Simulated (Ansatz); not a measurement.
Consider the hydrogen abstraction from the Si–H bond: `F[SiH2]F` + F• → `F[SiH]F`• + H–F.

Isolated molecules relaxed with PBE0-D4/def2-TZVP in Ansatz; ΔE leaves out vibrations. CBS: def2 TZ/QZ extrapolation, frozen cores. DFT in def2-TZVPP. B3LYP here is the variant with VWN-RPA as its local correlation; programs differ in this. HSE06 is defined as in plane-wave codes. Open shells (•) are unrestricted, without spin–orbit coupling. Spin–orbit coupling would lower the free atoms: a little for F.

```csv
level,ΔE (kJ/mol),difference from CCSD(T)/CBS
revPBE-D4,-184.1,-17.1
B3LYP-D4,-164.1,2.9
HSE06-D4,-168.6,-1.6
ωB97X-V,-154.0,13.0
PBE-QIDH,-158.1,8.9
r2SCAN,-172.9,-5.9
HF/def2-SVP,-45.6,121.4
SCS-MP2/def2-TZVPP,-160.5,6.5
CCSD/def2-TZVPP,-146.5,20.5
CCSD(T)/def2-TZVPP,-154.3,12.7
CCSD(T)/def2-QZVPP,-162.3,4.7
HF/CBS(def2),-63.8,103.2
HF/cc-pV(T+d)Z,-58.5,108.5
CCSD/cc-pV(T+d)Z,-143.1,23.9
CCSD(T)/cc-pV(T+d)Z,-150.8,16.2
HF/CBS(cc),-63.6,103.4
CCSD(T)/CBS,-167.0,0
```

Largest T1 diagnostic among the species: 0.014.

Leaving LDA and LC-ωPBE aside and taking each functional with its dispersion term where it has one, the values, not all of them listed here, spread over 69.3 kJ/mol, from PBE-D4 to BHLYP-D4. LDA lies −44.8 kJ/mol from PBE without D4. From r2SCAN to r2SCAN0 (25 % exact exchange), in def2-TZVPP and without D4, ΔE moves by +19.6 kJ/mol. At CCSD(T), def2-SVP lies +41.2 kJ/mol from the extrapolated value and def2-TZVPP +12.7 kJ/mol.

CCSD(T)/CBS has its own doubt, a few kJ/mol and more with outer-core shells, so smaller differences from it don't rank the levels.
